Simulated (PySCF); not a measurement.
**How the functional moves excitation energies**

Cyclopropenone, C₃H₂O.
Numbering: `[O:1]=[c:2]1[cH:3][cH:4]1` (hydrogens: H5 on C3; H6 on C4)

Linear-response calculations in the def2-SVPD basis (PySCF; singlets by full response, triplets Tamm–Dancoff, core orbitals frozen in the response; HF means time-dependent Hartree–Fock). 'Strongest' is the level of largest summed f among the singlets computed (10 roots, of which the last may lack a degenerate partner); it can jump between rows when another state enters that window. S1 is the lowest singlet of each run and needn't be the same state throughout; f(S1) is that of one state. Isolated species at its PBE0-D3(BJ)/def2-SVP geometry, gas phase.

```csv
functional,kind,S1 (eV),f(S1),strongest (eV),T1 (eV),HOMO (eV),gap (eV),"ionisation energy, ΔSCF (eV)"
LDA,LDA,3.32,0.000,6.07,3.01,-5.79,3.16,9.76
PBE,GGA,3.42,0.000,5.99,3.04,-5.65,3.27,9.52
B3LYP,"global hybrid, 20% exact exchange",4.05,0.000,6.56,3.66,-6.89,5.35,9.65
PBE0,"global hybrid, 25% exact exchange",4.19,0.000,8.50,3.74,-7.13,5.84,9.61
BHandHLYP,"global hybrid, 50% exact exchange",4.86,0.000,8.68,4.40,-8.55,8.41,9.52
CAM-B3LYP,range-separated hybrid,4.43,0.000,8.48,4.00,-8.52,8.42,9.70
wB97X-D,range-separated hybrid,4.43,0.000,8.57,4.03,-9.00,9.63,9.65
LC-wPBE,range-separated hybrid,4.68,0.000,8.65,4.17,-9.80,10.96,9.77
HF,Hartree–Fock,5.89,0.000,9.01,4.61,-10.80,13.16,not settled
```

S1 runs from 3.32 eV (LDA) to 5.89 eV (HF), a spread of 2.57 eV, while the orbital gap spreads over 10.0 eV. Along PBE (0%), B3LYP (20%), PBE0 (25%), BHandHLYP (50%), HF (100%) S1 rises with the share of exact exchange. −ε(HOMO) comes closest to its own ΔSCF ionisation energy with LC-wPBE (+0.04 eV) and misses most with LDA (-3.96 eV). The lowest singlet of a reference set is 1B1(n→π*) at 4.26 eV (computed, theoretical best estimate (aug-cc-pVTZ, frozen core, CC3 geometry), gas; Veril, Scemama, Caffarel, Lipparini, Boggio-Pasqua, Jacquemin, Loos, WIREs Comput. Mol. Sci. 2021, 11, e1517 (QUESTDB)). The lowest computed singlet differs from it by PBE0 -0.07, CAM-B3LYP +0.17, wB97X-D +0.17, B3LYP -0.21, LC-wPBE +0.42, BHandHLYP +0.60, PBE -0.84, LDA -0.94, HF +1.63 eV; geometry and basis of the reference needn't be the same. The lowest triplet of a reference set is 3B1(n→π*) at 3.93 eV (computed, theoretical best estimate (aug-cc-pVTZ, frozen core, CC3 geometry), gas; Veril, Scemama, Caffarel, Lipparini, Boggio-Pasqua, Jacquemin, Loos, WIREs Comput. Mol. Sci. 2021, 11, e1517 (QUESTDB)). The lowest computed triplet differs from it by CAM-B3LYP +0.07, wB97X-D +0.10, PBE0 -0.19, LC-wPBE +0.24, B3LYP -0.27, BHandHLYP +0.47, HF +0.68, PBE -0.89, LDA -0.92 eV; geometry and basis of the reference needn't be the same. 'Not settled' means that the ion's SCF failed to converge or may have ended in another state than the lowest.
